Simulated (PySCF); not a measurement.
**Spin–spin coupling constants**

Geometry:
```csv
atom,x (Å),y (Å),z (Å)
C1,-1.953,0.570,1.342
C2,-0.950,0.205,0.520
C3,-1.244,-0.547,-0.747
C4,0.422,0.567,0.887
C5,1.599,0.325,0.279
C6,1.901,-0.408,-0.993
H7,-1.760,1.116,2.270
H8,-2.994,0.334,1.110
H9,-0.824,-0.038,-1.627
H10,-2.327,-0.650,-0.896
H11,-0.811,-1.559,-0.721
H12,0.482,1.140,1.820
H13,2.476,0.742,0.787
H14,1.682,0.210,-1.881
H15,2.969,-0.664,-1.045
H16,1.333,-1.342,-1.101
```

Couplings: B3LYP/pcJ-1 (without the spin–dipole term) in PySCF 2.14, geometry PBE0-D3(BJ)/def2-SVP; gas phase, one conformer, non-relativistic. Couplings are averaged over pairs made equivalent by symmetry, fast rotation or ring inversion, so a value needn't be that of the named pair in this geometry, while other rotamers aren't included; one pair stands for each set, and the list holds a selection of those of at least 1.5 Hz over up to four bonds.

Isotopes: 13C, 1H.

```tsv
pair	bonds	J (Hz)
C1, C2	1	?
C1, H7	1	166.7
C1, H8	1	167.1
C2, C3	1	44.0
C2, C4	1	?
C3, H9	1	133.4
C4, C5	1	77.8
C4, H12	1	?
C5, C6	1	?
C5, H13	1	161.5
C6, H14	1	133.3
C1, C4	2	3.3
C2, H12	2	?
C3, C4	2	3.6
H9, H10	2	-15.7
C1, C5	3	7.8
C1, H9	3	7.1
C3, H8	3	7.5
C3, H12	3	6.9
C4, H7	3	9.2
C4, H9	3	3.9
H12, H13	3	?
H13, H14	3	?
C2, H14	4	?
H8, H9	4	-2.1
H12, H14	4	-2.5
```

Task: Estimate the withheld couplings, with signs.

Result: 
- 1J(C1,C2) = 77.1 Hz (bond length 1.347 Å)
- 1J(C2,C4) = 57.3 Hz (bond length 1.466 Å)
- 1J(C4,H12) = 159.4 Hz (bond length 1.096 Å, sp2 carbon)
- 1J(C5,C6) = 46.3 Hz (bond length 1.499 Å)
- 2J(C2,H12) = 3.4 Hz (angle at C4 113°)
- 3J(H12,H13) = 13.8 Hz (dihedral angle 1°)
- 3J(H13,H14) = 8.9 Hz (mean over equivalent pairs that range from 4.6 to 11.2 Hz in this conformer)
- 4J(C2,H14) = -2.3 Hz (mean over equivalent pairs that range from -4.1 to -0.8 Hz in this conformer)
